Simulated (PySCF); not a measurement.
C₅H₁₁P.
Z-matrix (Å and degrees, GFN2-xTB geometry), rows numbered from 1:
```
C 
C   1  1.3238
P   2  1.8143  1  125.29
C   3  1.8790  2   98.65  1  -117.89
C   4  1.5238  3  112.82  2    53.24
C   4  1.5261  3  108.59  2   177.10
H   1  1.0788  2  122.12  3  -176.00
H   1  1.0784  2  121.63  3     3.90
H   2  1.0851  1  120.52  3   174.56
H   3  1.4017  2   95.83  1   -21.25
H   4  1.0983  3  105.91  2   -66.14
H   5  1.0883  4  111.06  3   -58.22
H   5  1.0892  4  110.49  3    62.06
H   5  1.0893  4  110.10  3  -178.43
H   6  1.0884  4  110.68  3    56.73
H   6  1.0889  4  110.55  3   177.08
H   6  1.0891  4  110.32  3   -63.05
```

Method used: TDDFT B3LYP/def2-SVPD, vertical, gas phase, core orbitals frozen in the response in PySCF.

Kohn–Sham orbitals with the atoms that hold most of them (Löwdin shares over 4%, at most four atoms; ? is withheld):

| orbital | ε (eV) | atoms |
| --- | --- | --- |
| HOMO-3 | -9.23 | C4 16%, P3 15%, C2 14%, H10 11% |
| HOMO-2 | -8.66 | P3 20%, C4 20%, C2 13%, C1 9% |
| HOMO-1 | -8.06 | ? |
| HOMO | -6.37 | ? |
| LUMO | -0.42 | C1 33%, C2 31%, P3 11%, H8 6% |
| LUMO+1 | 0.46 | P3 17%, C6 16%, C5 10%, C4 9% |
| LUMO+2 | 0.75 | C1 20%, P3 17%, C2 16%, H9 8% |

**Question.** Give the leading atoms of the HOMO.

**Answer.** P3 (bonded to 2 C and H) 48%; C1 (bonded to C and 2 H) 14%; C2 (bonded to C, P and H) 14%; C4 (bonded to 2 C, P and H) 9%. By element: phosphorus 48%, carbon 37% or more.

**Question.** Which atoms hold the HOMO-1, and with what shares?

**Answer.** C2 (bonded to C, P and H) 31%; C1 (bonded to C and 2 H) 24%; P3 (bonded to 2 C and H) 18%; C4 (bonded to 2 C, P and H) 6%. By element: carbon 61% or more, phosphorus 18%.

**Question.** The HOMO–LUMO gap is 5.95 eV. Where does the response calculation put the lowest singlet, and from which orbitals?

**Answer.** S1 is at 5.34 eV (f = 0.162), 0.61 eV below the gap, made of HOMO→LUMO (94%). 

**Question.** One configuration dominates each of S1 and S2. Which, and how do the shares of the two leading atoms of either orbital change from the occupied to the empty one?

**Answer.** 
- S1 (5.34 eV, f 0.162), HOMO→LUMO (94%): P3 48% → 11%, C1 14% → 33%, C2 14% → 31%
- S2 (6.03 eV, f 0.025), HOMO→LUMO+1 (97%): P3 48% → 17%, C1 14% → at most 9%, C6 at most 9% → 16%

One conformer stands for the species.
